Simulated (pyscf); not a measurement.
A first-order saddle from PySCF, ωB97X-D3(BJ)/def2-SVP:

```
Sn
O 1 1.9849
H 2 1.3980 1 102.90
H 3 0.8325 2 153.36 1 1.45
Cl 1 2.3000 2 106.06 3 -178.32
Cl 1 2.3030 2 110.90 3 62.16
Cl 1 2.3032 2 111.06 3 -58.74
```
Charge 0, spin multiplicity 2.

Surface: doublet, charge 0. Lowest wavenumbers (cm⁻¹): 837i, 66, 104, 106, 128.

What reaction is this the transition state of?

HO–Sn(Cl)(Cl)–Cl + H atom (H•) ⇌ •O–Sn(Cl)(Cl)–Cl + hydrogen (H₂), a hydrogen abstraction read from left to right: H–O broken and H–H formed. At ωB97M-D3(BJ)/def2-TZVP it lies +18.0 kcal/mol from the left side and +2.0 kcal/mol from the right (each side as separated species at their lowest minima found). This is the saddle that the search found; another between the same sides may lie lower. The angle at the transferred H is 153°. Elements past Kr carry the def2 core potentials, without spin-orbit coupling.
